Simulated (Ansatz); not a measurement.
`NC1(N)CC1`. Total charge 0; spin multiplicity 1.

```xyz
13

N     0.879    0.527   -1.172
C     0.013   -0.129   -0.225
N    -0.458   -1.420   -0.619
C     0.184    0.058    1.254
C    -0.955    0.724    0.520
H     0.936    1.521   -0.996
H     1.820    0.152   -1.123
H     0.299   -2.094   -0.607
H    -0.804   -1.373   -1.571
H     1.001    0.688    1.587
H    -0.058   -0.773    1.905
H    -1.948    0.321    0.669
H    -0.909    1.798    0.379
```

Question: List the harmonic frequencies (cm⁻¹, unscaled) at PBE0-D4/def2-TZVP in Ansatz. (Estimate.)

Answer: Ansatz gave: 199, 269, 361, 385, 436, 475, 736, 785, 821, 867, 898, 937, 967, 1018, 1046, 1074, 1168, 1187, 1290, 1313, 1400, 1446, 1509, 1648, 1663, 3147, 3152, 3235, 3249, 3509, 3512, 3588, 3607.

Question: Is this a minimum?

Answer: Yes, all 33 modes are real.

Question: Give the ideal-gas thermochemistry at 298.15 K and 1 bar (rigid rotor, harmonic oscillator; point group C1, symmetry number 1).

Answer: Zero-point energy 304.5 kJ/mol; H(298) − E = 321.8 kJ/mol; entropy 305.6 J/(mol·K), of which translation 162.2, rotation 105.4, vibration 38.0; G(298) − E = 230.7 kJ/mol.

Question: Rotational constants (cm⁻¹)?

Answer: 0.2214, 0.1832, 0.1363.
